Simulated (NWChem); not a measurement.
**Atomisation of sulfur dioxide (O₂S)**

```
S
O 1 1.4543
O 1 1.4543 2 118.58
```
Charge 0, spin multiplicity 1.

Program: NWChem. All single points use one geometry, from PBE0/def2-SVP, a minimum by its harmonic frequencies.

Basis set: def2-TZVP. The atomisation energy is electronic alone: no zero-point, thermal, spin-orbit or counterpoise terms. No value is extrapolated to the basis-set limit. Free atoms are single determinants with multiplicities O 3, S 3. Correlated methods freeze the same cores in atoms and molecule, 7 orbitals in all.

| method | atomisation energy (kcal/mol) |
|---|---|
| HF | 102.6 |
| LDA (SVWN5) | 333.2 |
| BHandHLYP | 214.5 |
| B3LYP | 249.0 |
| BP86 | 276.7 |
| PBE0 | 250.3 |
| PBE | 278.7 |
| MP2 | 266.2 |
| CAM-B3LYP | 249.3 |
| CCSD(T) | 240.4 |

The values span 230.6 kcal/mol, from HF (lowest) to LDA (SVWN5) (highest). 

B3LYP has NWChem's definition, with VWN1-RPA local correlation. No SCF solution was tested for a lower state. Open-shell Hartree-Fock references start from PBE0 orbitals. Coupled-cluster values serve here as a point of comparison, not as the truth.
